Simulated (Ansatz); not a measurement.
Born–Oppenheimer molecular dynamics of ClH$_{5}$NSi (8 atoms, charge 0, multiplicity 2). It starts at the highest image of a converged band, a first-order saddle point between two minima.

These are results of Ansatz, UKS PBE0-D4/6-31G*, not measurements.

```
ensemble                      : NVE (velocity Verlet)
time step                     : 0.5 fs
steps asked                   : 200
starting velocities drawn for : 300 K
seed                          : 5581
```

First frame:

```xyz
8
Properties=species:S:1:pos:R:3
Si -0.132 -0.044 0.006
Cl 0.128 -0.092 2.436
H 1.253 0.132 -0.507
H -0.995 1.142 -0.246
N -0.835 -1.401 -0.791
H -1.823 -1.587 -0.675
H -0.312 -2.266 -0.850
H 0.333 -0.015 3.913
```

(1) How far do the bonds stretch over the last three quarters of this one trajectory? (Pairs bonded in most of those frames.)

Results:

(1) 
| bond | mean (Å) | spread (Å) | shortest | longest |
| --- | --- | --- | --- | --- |
| Si1–Cl2 | 2.159 | 0.169 | 1.86 | 2.36 |
| Si1–H3 | 1.482 | 0.031 | 1.44 | 1.53 |
| Si1–H4 | 1.482 | 0.007 | 1.47 | 1.49 |
| Si1–N5 | 1.702 | 0.019 | 1.67 | 1.73 |
| N5–H6 | 1.011 | 0.008 | 1.00 | 1.03 |
| N5–H7 | 1.011 | 0.010 | 0.99 | 1.03 |

Mean temperature of the second half: 876 K. The conserved energy stayed within 0.072 meV per atom of its start (net change 0.021 meV per atom), so the integration is sound. The kinetic energy rose, since the run started high on the potential surface and went downhill. It ends in pieces (ClH4NSi + H), so much of that is their flight and rotation, not heat. A run of 0.1 ps of so small a system gives no equilibrium averages.

The run took 4.7 min on 1 thread of AMD EPYC 9R45 96-Core Processor (Zen 5), with other jobs on the host, peak memory 0.18 GiB.
